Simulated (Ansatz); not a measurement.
Reaction (SMILES): [CH3] (CH3) → [CH3] (CH3) as singlet, charge +1 + e-

Property: adiabatic ionisation energy (0 K, with zero-point energies), in eV. Terms: no dispersion term unless named; open shells spin-unrestricted; 6-31G* and kin with 6d, 5d where marked; LANL2DZ all-electron up to Ne; frozen cores in correlated levels; non-relativistic; 6-311+G** with 5d; no spin-orbit coupling. CBS(X,Y): correlation extrapolated as X^-3; Hartree-Fock from the larger set. First-principles rows: single points at B3LYP-D3(BJ) geometries (Ansatz, a quantum-chemistry and plane-wave program), with unscaled harmonic terms from B3LYP/6-31G* at its own minima.

Measured values: CCCBDB table in ASE; they hold spin-orbit and core effects. 

Value to compare with, the measured value: 9.84 eV.

```
level                                 program  adiabatic ionisation energy (0 K, with zero-point energies) (eV)  error
------------------------------------  -------  ----------------------------------------------------------------  -----
B3LYP/STO-3G                           Ansatz                                                              9.03  -0.81
B3LYP/3-21G                            Ansatz                                                              9.84   0.00
B3LYP/LANL2DZ                          Ansatz                                                              9.91   0.07
B3LYP/6-31G                            Ansatz                                                              9.81  -0.03
B3LYP/6-31G*                           Ansatz                                                              9.79  -0.05
B3LYP/6-31+G*                          Ansatz                                                              9.91   0.07
B3LYP/6-31G**                          Ansatz                                                              9.80  -0.04
B3LYP/def2-SVP                         Ansatz                                                              9.91   0.07
B3LYP/cc-pVDZ                          Ansatz                                                              9.85   0.01
B3LYP/6-311+G**                        Ansatz                                                              9.95   0.11
B3LYP/def2-TZVPD                       Ansatz                                                              9.95   0.11
CCSD(T)/CBS(aug-cc-pVTZ,aug-cc-pVQZ)   Ansatz                                                              9.83  -0.01
```

Among the 10 habitual levels, B3LYP/STO-3G lies farthest from the measured value (-0.81 eV); 5 of 10 lie above it, and their mean absolute error is 0.13 eV, the median 0.06. One case shows no general order.

The sets are all those run for this method; runs whose electronic state is in doubt are left out.
